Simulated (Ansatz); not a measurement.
This script drives the Python package of Ansatz (0.2.0).

Input file `c2h3f.xyz`:
```text
6

C    -0.76780   -0.16530   -0.29530
C     0.67440    0.11080   -0.03660
F     1.58650   -0.88860   -0.14890
H    -1.13400   -0.93170    0.41880
H    -1.36040    0.76530   -0.17280
H     1.00120    1.10940    0.23470
```

`composite_c2h3f.py`
```python
"""A composite energy for C2H3F(+): DFT geometry, MP2 basis limit, coupled-cluster correction."""

import itertools

import ansatz as az
from ase.data import atomic_numbers, covalent_radii
import numpy as np

geometry = az.Crystal.molecule_from_extxyz("c2h3f.xyz")

calculation = (
    geometry.calculation()
    .basis(gaussian="def2-SVP")
    .functional("B3LYP")
    .charge(1)
    .spin("collinear", total=1)
)
symbols = [site.symbol for site in geometry.cartesian_sites]
start = np.array([site.position_ang for site in geometry.cartesian_sites], dtype=float)
rep = calculation.relax(force_tolerance=0.01).run().report
end = np.array(rep["positions_ang"])
# pairs closer than 1.2 times the sum of covalent radii, before or after
radius = [covalent_radii[atomic_numbers[s]] for s in symbols]
span = lambda where, i, j: np.linalg.norm(where[i] - where[j])
bonded = [(i, j) for i, j in itertools.combinations(range(len(symbols)), 2) if min(span(start, i, j), span(end, i, j)) < 1.2 * (radius[i] + radius[j])]
print("pair        before    after (A)")
for i, j in bonded:
    print(f"{symbols[i]}{i}-{symbols[j]}{j}".ljust(10), f"{span(start, i, j):8.4f} {span(end, i, j):8.4f}")
for first, second in list(itertools.combinations(bonded, 2)):
    shared = set(first) & set(second)
    if shared and symbols[(j := shared.pop())] != "H":
        i, k = sorted((set(first) | set(second)) - {j})
        u, v = end[i] - end[j], end[k] - end[j]
        angle = np.degrees(np.arccos(np.clip(u @ v / np.linalg.norm(u) / np.linalg.norm(v), -1, 1)))
        print(f"final angle {symbols[i]}{i}-{symbols[j]}{j}-{symbols[k]}{k}: {angle:.2f} deg")

minimum = az.Crystal.molecule()
for symbol, place in zip(symbols, end):
    minimum = minimum.atom(symbol, place.tolist())
at_minimum = minimum.calculation().charge(1).spin("collinear", total=1)
# MP2 extrapolated to the basis limit, plus the small-basis difference CCSD(T) - MP2
level = lambda method, basis: at_minimum.basis(gaussian=basis).correlation(method).run().report
small, large, cluster = level("mp2", "cc-pVDZ"), level("mp2", "cc-pVTZ"), level("ccsd_t", "cc-pVDZ")
corr = lambda each: (each["free_energy_ev"] - each["reference_energy_ev"]) / 27.211386246
mp2_limit = (27 * corr(large) - 8 * corr(small)) / 19
pieces = {"HF / cc-pVTZ": large["reference_energy_ev"] / 27.211386246, "MP2 correlation, DZ-TZ limit": mp2_limit, "CCSD(T) - MP2 / cc-pVDZ": corr(cluster) - corr(small)}
for name, value in pieces.items():
    print(f"{name:32s} {value:14.6f} Ha")
print(f"{'sum':32s} {sum(pieces.values()):14.6f} Ha")
print("T1 diagnostic", round(cluster["correlation"]["coupled_cluster"]["t1_diagnostic"], 4))
```

It is started by `python composite_c2h3f.py`. Estimate its wall time and peak memory on 1 thread of Arm Neoverse V1, on a shared host.

It took about 25 s, with a peak of 0.26 GiB, for 4 runs of the engine.

```console
$ python composite_c2h3f.py
pair        before    after (A)
C0-C1        1.4910   1.4139
C0-H3        1.1097   1.0984
C0-H4        1.1100   1.0967
C1-F2        1.3577   1.2677
C1-H5        1.0852   1.1015
final angle C1-C0-H3: 120.06 deg
final angle C1-C0-H4: 119.53 deg
final angle C0-C1-F2: 119.30 deg
final angle C0-C1-H5: 125.07 deg
final angle H3-C0-H4: 120.41 deg
final angle F2-C1-H5: 115.63 deg
HF / cc-pVTZ                        -176.630586 Ha
MP2 correlation, DZ-TZ limit          -0.568818 Ha
CCSD(T) - MP2 / cc-pVDZ               -0.041582 Ha
sum                                 -177.240986 Ha
T1 diagnostic 0.0191
```

Caveats:
- These settings explore the input space; basis and method may be short of convergence.
- The sum leaves out core correlation, relativity, the Hartree-Fock basis error and zero-point energy; a DZ-TZ extrapolation is rough.
- The species is open-shell (spin multiplicity 2).
- b3lyp holds the VWN-RPA fit, as in Gaussian; the form of ORCA and Turbomole is b3lyp5.
- Inner cores stay frozen, so this is valence correlation.
- An extrapolation from small basis sets is rough.
